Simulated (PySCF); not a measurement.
Molecule: SMILES CC(C)CCl, C$_{4}$H$_{9}$Cl.

Molfile (atoms numbered from 1):
```
C4H9Cl
     RDKit          3D

 14 13  0  0  0  0  0  0  0  0999 V2000
    1.2436   -0.6510   -0.3708 C   0  0  0  0  0  0  0  0  0  0  0  0
    0.0389   -0.0903    0.3724 C   0  0  0  0  0  0  0  0  0  0  0  0
    0.0435    1.4356    0.3851 C   0  0  0  0  0  0  0  0  0  0  0  0
   -1.2756   -0.5804   -0.2155 C   0  0  0  0  0  0  0  0  0  0  0  0
   -1.4682   -2.3566   -0.0963 Cl  0  0  0  0  0  0  0  0  0  0  0  0
    2.1833   -0.3156    0.0933 H   0  0  0  0  0  0  0  0  0  0  0  0
    1.2482   -0.3127   -1.4207 H   0  0  0  0  0  0  0  0  0  0  0  0
    1.2317   -1.7505   -0.3696 H   0  0  0  0  0  0  0  0  0  0  0  0
    0.0760   -0.4479    1.4169 H   0  0  0  0  0  0  0  0  0  0  0  0
    0.9638    1.8182    0.8514 H   0  0  0  0  0  0  0  0  0  0  0  0
   -0.0015    1.8411   -0.6394 H   0  0  0  0  0  0  0  0  0  0  0  0
   -0.8116    1.8429    0.9469 H   0  0  0  0  0  0  0  0  0  0  0  0
   -1.3525   -0.3222   -1.2830 H   0  0  0  0  0  0  0  0  0  0  0  0
   -2.1332   -0.1383    0.3105 H   0  0  0  0  0  0  0  0  0  0  0  0
  1  2  1  0
  2  3  1  0
  2  4  1  0
  4  5  1  0
  1  6  1  0
  1  7  1  0
  1  8  1  0
  2  9  1  0
  3 10  1  0
  3 11  1  0
  3 12  1  0
  4 13  1  0
  4 14  1  0
M  END
```

Geometry PBE0-D3(BJ)/def2-SVP throughout; GIAO in PySCF 2.14, gas phase, one conformer, non-relativistic; equivalent atoms averaged; basis pcSseg-1.

For orientation, KT3 gives these absolute shieldings σ: C4 125.4, C2 146.0, C1/C3 160.9, Cl5 845.3, H13/H14 28.19, H9 29.74, H6/H7/H8/H10/H11/H12 30.35 ppm.

A run gave: C4 139.3, C2 161.9, C1/C3 170.6, Cl5 934.1, H13/H14 28.77, H9 30.44, H6/H7/H8/H10/H11/H12 30.71 ppm (absolute shieldings σ).

**Question.** Which functional was used in that run?
A. KT2
B. PBE
C. B3LYP
D. HF
E. LDA

**Answer.** D. Cl5 tells them apart best: HF gives 934.1, LDA gives 829.3, KT2 gives 848.6, B3LYP gives 845.5, PBE gives 832.4 ppm.
